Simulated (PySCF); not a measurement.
Isomers of C4H7NS, one GFN2-xTB conformer each. Single-point energies are computed at PBE0/pcSseg-1 (PySCF, gas phase, no added dispersion term), electronic only.

Task: Rank them by PBE0/pcSseg-1 energy, lowest first (kJ/mol).
A. `[CH3:1][S:2][CH2:3][CH2:4][C:5]#[N:6]` with C1–S2–C3–C4 180°, S2–C3–C4–C5 180°
B. `[CH3:1][C@@H:2]([SH:3])[CH2:4][C:5]#[N:6]` with C1–C2–S3–H 57°, C1–C2–C4–C5 66°

Result: B (0.0), A (15.5).

As drawn, the lower has an S–H bond, which the higher lacks. GFN2-xTB itself gives, in the same order: 0.0, 26.9. Both levels put the same isomer lowest.

Task: Which frontier levels, dipoles and rotational constants go with these structures?

Result: 
```json
{"SMILES": "C[C@@H](S)CC#N", "HOMO (eV, PBE0/pcSseg-1)": "-7.36", "LUMO (eV)": "-0.12", "dipole (D)": "2.88", "A, B, C (MHz)": "6799, 1484, 1291"}
{"SMILES": "CSCCC#N", "HOMO (eV, PBE0/pcSseg-1)": "-6.81", "LUMO (eV)": "0.17", "dipole (D)": "3.44", "A, B, C (MHz)": "11080, 1121, 1038"}
```
